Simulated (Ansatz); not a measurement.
# Relaxing SnC2

These are results of DFT PBE, scalar-relativistic, plane waves, PAW in Ansatz, not measurements. Cutoff 420 eV, Γ-centred k mesh, Gaussian smearing, no spin polarisation in the final step.

The start puts SnC2 on the CaCl2 structure type (Pnnm, No. 58), with Sn in place of Ca, C in place of Cl, at a guessed volume.

```
CELL_PARAMETERS angstrom
4.98769 0.00000 0.00000
0.00000 5.13956 0.00000
0.00000 0.00000 3.35710
ATOMIC_POSITIONS crystal
Sn 0.50000 0.50000 0.50000
Sn 0.00000 0.00000 0.00000
C 0.22500 0.82500 0.50000
C 0.72500 0.67500 0.00000
C 0.77500 0.17500 0.50000
C 0.27500 0.32500 0.00000
```

Cell and atoms relax at zero pressure; the relaxation can't lower the symmetry of the start. After a coarse first stage the cell is made exact in the group found at 0.06 Å.

Energies over the elements count from the elements' standard structures at the same level, with no empirical corrections.

**Question.** Describe the relaxed structure.

**Answer.** It keeps Pnnm (No. 58), but not the shape of the type it started on. The result has the marcasite structure. Conventional cell: a = 4.333 Å, b = 5.430 Å, c = 3.448 Å. Sn has 6 C at 2.37–2.42 Å; around C lie 1 C at 1.32 Å.

```xyz
6
Lattice="4.3327 0.0000 0.0000 0.0000 5.4297 0.0000 0.0000 0.0000 3.4478" Properties=species:S:1:pos:R:3 pbc="T T T"
Sn    2.1663    2.7148    1.7239
Sn    0.0000    0.0000    0.0000
C     1.6445    5.0227    1.7239
C     3.8108    3.1218    0.0000
C     2.6882    0.4070    1.7239
C     0.5219    2.3078    0.0000
```

**Question.** What are its volume, energy, density and gap?

**Answer.** The volume per atom is 13.52 Å³ and the density is 5.84 g/cm³. The energy over the elements is 1.03 eV/atom and the gap on the 10×8×12 mesh is 0 eV (a metal).

The final run used a 10×8×12 mesh on its 6-atom cell and 0.10 eV smearing. For metals, differences of a few meV/atom aren't resolved. A structure relaxed within its symmetry needn't be a true minimum. The steps took of the order of 4 core-minutes in all.